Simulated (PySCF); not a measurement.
# BCl: structure of the singlet

Where does singlet BCl go from a linear start, is the end point a minimum, and what are its modes, charges and moments?

Computed with PySCF 2.14.0. Level: PBE0, basis B def2-SVP, Cl def2-SVP, no relativity, density fitting.

## 1. The system as given

2 atoms, charge 0, spin multiplicity 1.

Bond lengths: B1–Cl2 1.932 Å.

```xyz
2
charge 0 multiplicity 1
B     0.0000    0.0000    0.0000
Cl    0.0000    0.0000    1.9320
```

## 2. The SCF at the typed geometry

The steps below are one call of a driver around PySCF. For each, scf.py gives the equivalent set-up of the SCF; relaxations use the driver's own optimiser. After this first run the driver tries any further starts and a stability analysis.

scf.py

```python
from pyscf import gto, scf, dft
mol = gto.M(atom='''
B      0.000000     0.000000     0.000000
Cl     0.000000     0.000000     1.932000''',
    basis={'B': 'def2-SVP', 'Cl': 'def2-SVP'},
    charge=0, spin=0)
mf = dft.RKS(mol, xc='PBE0')
mf.grids.atom_grid = (50, 194)
aux = {'B': 'def2-universal-JKFIT', 'Cl': 'def2-universal-JKFIT'}
mf = mf.density_fit(auxbasis=aux)
mf.conv_tol = 1e-08
mf.diis_space = 10
mf.max_cycle = 60
mf.init_guess = 'minao'
mf.verbose = 4
mf.kernel()
```

On the command line:

```bash
> OMP_NUM_THREADS=2 python axn.py task.json out
```

The runs that follow: Relaxation: linear start, singlet; Vibrations and properties at this point.

What does the calculation give? Wanted: minimum; geometry; wavenumbers; dipole moment; highest occupied, lowest empty level; polar-tensor charge of B1; zero-point energy; atomisation energy.

**Answer**, as computed:

| quantity | value |
| --- | --- |
| minimum | singlet, C∞v |
| geometry | B–Cl 1.719 Å |
| wavenumbers (cm⁻¹) | 860 (σ+) |
| dipole moment | 1.77 D |
| highest occupied, lowest empty level | -7.33, -1.77 eV |
| polar-tensor charge of B1 | +0.32 e |
| zero-point energy | 5.1 kJ/mol |
| entropy at 298.15 K | 213.1 J/(mol K) |
| atomisation energy (no zero-point energy) | 519 kJ/mol |

In words: The molecule stays C∞v, as typed, and the end point is a minimum. The strongest infrared band lies at 860 cm⁻¹ (σ+). Only this shape and spin were tried, so other structures or states may lie lower.
